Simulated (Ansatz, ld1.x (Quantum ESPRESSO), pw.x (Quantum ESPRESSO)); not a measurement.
## Which Re potential is closest to all-electron in the bcc crystal?

All use LDA (PW92), scalar-relativistic, no spin, cutoffs from each file’s atomic test, pw.x 7.5; 15³ k-points, Fermi–Dirac smearing 0.01 Ry. Δ is the rms difference from all-electron LAPW of the E(V) curves that follow from fits to the pressures, over ±6 % in volume. Mesh and smearing are coarse and serve the comparison alone. The files are a selection: those with a ghost or negative overlap were mostly not run, and those with noisy or unconverged pressures or nearly equal Δ are left out.

All-electron: a0 = 3.071 Å (V0 = 14.49 Å³/atom), B0 = 391.0 GPa.

Problem. Rank them by Δ, smallest first.
A. ultrasoft, ld1.x (Quantum ESPRESSO) 7.5, LDA (PW92); core [Xe] 4f14, reference 5d5 6s0.5 6p0; waves: 6s (bound): rcut 2.55, rcutus 2.85 bohr; 6s channel at 0.3 Ry: rcut 2.55, rcutus 2.85 bohr; 6p (bound, empty): rcut 2.80, rcutus 3.10 bohr; 6p channel at -0.45 Ry: rcut 2.80, rcutus 3.10 bohr; 5d (bound): rcut 1.90, rcutus 2.15 bohr; 5d channel at -0.35 Ry: rcut 1.90, rcutus 2.15 bohr; local part: all-electron potential smoothed inside 2.95 bohr (lloc = -2); core correction: none; augmentation: PSQ, radius 1.90 bohr.
B. norm-conserving Troullier–Martins (Kleinman–Bylander form), ld1.x (Quantum ESPRESSO) 7.5, LDA (PW92); core [Xe] 4f14, reference 5d5 6s2 6p0; waves: 6p (bound, empty): rc 3.60 bohr; 5d (bound): rc 1.45 bohr; 6s (bound): rc 1.85 bohr; local part: the s channel; core correction: a·sin(br)/r model core, default radius (core density twice the valence density).
C. norm-conserving Troullier–Martins (Kleinman–Bylander form), ld1.x (Quantum ESPRESSO) 7.5, LDA (PW92); core [Xe] 4f14, reference 5d5 6s0.5 6p0; waves: 6p (bound, empty): rc 2.80 bohr; 5d (bound): rc 1.55 bohr; 6s (bound): rc 2.60 bohr; local part: the s channel; core correction: none.

Solution. C (2.0 meV/atom), B (18.0 meV/atom), A (33.6 meV/atom).
